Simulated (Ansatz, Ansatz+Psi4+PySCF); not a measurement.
```json
{"atom": "C", "x (Å)": "0.0000", "y (Å)": "0.0000", "z (Å)": "-1.1165"}
{"atom": "S", "x (Å)": "0.0000", "y (Å)": "0.0000", "z (Å)": "0.4187"}
```

Basis set: cc-pVTZ (spherical functions). Correlated methods keep 6 orbitals frozen. Charge 0, multiplicity 1.

Computed with Ansatz (development build ahead of 0.2.0); each method stands on the lowest determinant of its kind that the runs found. Restricted open shells among the atoms or ions are ROHF, correlated in semicanonical orbitals with singles.

(1) Give the atomization energy at this shape (free ground-state atoms in the same class of orbitals less the molecule, no zero-point energy) of singlet CS by RHF-MP2, RHF.

Results:

(1)

| method | atomization energy |
| --- | --- |
| RHF-MP2 | 169.43 kcal/mol |
| RHF | 101.88 kcal/mol |
